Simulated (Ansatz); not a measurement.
# CH₆AlSi+ (SMILES [AlH2][CH2][SiH2+]): single points off equilibrium

Aim: energy, forces and dipole at a structure displaced at random from a GFN2-xTB minimum, from CCSD(T) and from density functionals.

Method: single points in def2-TZVPP; program: Ansatz 0.2.0, Gaussian basis.

Correlated methods freeze the cores.

**1. The system as given**

SMILES `[AlH2][CH2][SiH2+]`, 9 atoms, charge 1, spin multiplicity 1.

Atoms are counted from 1 here; the program's logs count them from 0.

Bond lengths: Al1–C2 2.172 Å, Al1–H4 1.574 Å, Al1–H5 1.776 Å, C2–Si3 1.968 Å, C2–H6 0.923 Å, C2–H7 1.142 Å, Si3–H8 1.451 Å, Si3–H9 1.524 Å. Angles: C2–Al1–H4 123.2°, C2–Al1–H5 110.4°, H4–Al1–H5 124.9°, Al1–C2–Si3 122.4°, Al1–C2–H6 106.8°, Al1–C2–H7 89.1°, Si3–C2–H6 106.9°, Si3–C2–H7 115.7°, H6–C2–H7 115.2°, C2–Si3–H8 116.8°, C2–Si3–H9 120.3°, H8–Si3–H9 121.9°.

Geometry (Å):

```xyz
9
CH6AlSi
Al   -0.8930    0.9942   -1.2043
C     0.7086    0.1858    0.0197
Si    0.3971   -1.1899    1.3925
H    -2.2980    0.3009   -1.3507
H    -0.2683    2.2603   -2.2813
H     1.3432   -0.1512   -0.5596
H     0.9174    1.2386    0.4107
H     0.5894   -2.5708    0.9903
H    -0.2546   -0.8199    2.7190
```

**2. CCSD(T)/def2-TZVPP**

Contents of run/in.yaml:

```yaml
crystal:
  periodic: [false, false, false]
  atoms:
    - {symbol: Al, position_ang: [-0.893000, 0.994200, -1.204300]}
    - {symbol: C, position_ang: [0.708600, 0.185800, 0.019700]}
    - {symbol: Si, position_ang: [0.397100, -1.189900, 1.392500]}
    - {symbol: H, position_ang: [-2.298000, 0.300900, -1.350700]}
    - {symbol: H, position_ang: [-0.268300, 2.260300, -2.281300]}
    - {symbol: H, position_ang: [1.343200, -0.151200, -0.559600]}
    - {symbol: H, position_ang: [0.917400, 1.238600, 0.410700]}
    - {symbol: H, position_ang: [0.589400, -2.570800, 0.990300]}
    - {symbol: H, position_ang: [-0.254600, -0.819900, 2.719000]}
basis:
  gaussian: {orbitals: def2-TZVPP}
total_charge: 1
correlation: {method: ccsd_t}
output: {forces: true}
```

No record of the launch command was kept for these runs.

**3. PBE0-D4/def2-TZVPP**

run/in.yaml, as its differences from that of step 2:

```diff
@@ -15,3 +15,3 @@
 total_charge: 1
-correlation: {method: ccsd_t}
-output: {forces: true}
+hamiltonian: {xc: pbe0, dispersion: d4}
+output: {forces: true, orbitals: {seedname: orbitals}}
```

**4. wB97M-V/def2-TZVPP**

run/in.yaml, as its differences from that of step 3:

```diff
@@ -15,3 +15,3 @@
 total_charge: 1
-hamiltonian: {xc: pbe0, dispersion: d4}
-output: {forces: true, orbitals: {seedname: orbitals}}
+hamiltonian: {xc: {name: wB97M-V}}
+output: {forces: true}
```

**5. r2SCAN-D4/def2-TZVPP**

run/in.yaml, as its differences from that of step 4:

```diff
@@ -15,3 +15,3 @@
 total_charge: 1
-hamiltonian: {xc: {name: wB97M-V}}
+hamiltonian: {xc: r2scan, dispersion: d4}
 output: {forces: true}
```

**6. PBE-D4/def2-TZVPP**

run/in.yaml, as its differences from that of step 5:

```diff
@@ -15,3 +15,3 @@
 total_charge: 1
-hamiltonian: {xc: r2scan, dispersion: d4}
+hamiltonian: {xc: pbe, dispersion: d4}
 output: {forces: true}
```

**7. HSE06-D4/def2-TZVPP**

run/in.yaml, as its differences from that of step 6:

```diff
@@ -15,3 +15,3 @@
 total_charge: 1
-hamiltonian: {xc: pbe, dispersion: d4}
+hamiltonian: {xc: hse06, dispersion: d4}
 output: {forces: true}
```

**8. CAM-B3LYP-D4/def2-TZVPP**

run/in.yaml, as its differences from that of step 7:

```diff
@@ -15,3 +15,3 @@
 total_charge: 1
-hamiltonian: {xc: hse06, dispersion: d4}
+hamiltonian: {xc: {name: CAM-B3LYP}, dispersion: d4}
 output: {forces: true}
```

(Steps that only read results are left out.)

What does the calculation give? Wanted: energy less free atoms, CCSD(T)/def2-TZVPP; RMS force component; RMS force error; HOMO and LUMO, PBE0-D4; T1 diagnostic.

As calculated:

```
                                  quantity                                                                                                 value
energy less free atoms, CCSD(T)/def2-TZVPP                                                                                            -18.608 eV
                       RMS force component                                                                  2.972 to 3.001 eV/Å over the methods
                           RMS force error  PBE0-D4 0.063, wB97M-V 0.066, r2SCAN-D4 0.045, PBE-D4 0.127, HSE06-D4 0.062, CAM-B3LYP-D4 0.067 eV/Å
                    HOMO and LUMO, PBE0-D4                                                                                   -12.50 and -8.43 eV
                             T1 diagnostic                                                                                                 0.018
```

In words: Against CCSD(T) the functionals' energies less atoms differ by -0.662 to -0.301 eV, PBE-D4 by -0.556 eV. CCSD(T) in triple zeta still lacks some correlation energy of the bonds, so part of these gaps is its own basis error and they don't rank the functionals. On forces the order runs from r2SCAN-D4 to PBE-D4. Frozen-core CCSD(T) forces in triple zeta carry basis errors of their own, and this is one geometry, so small gaps rank nothing.
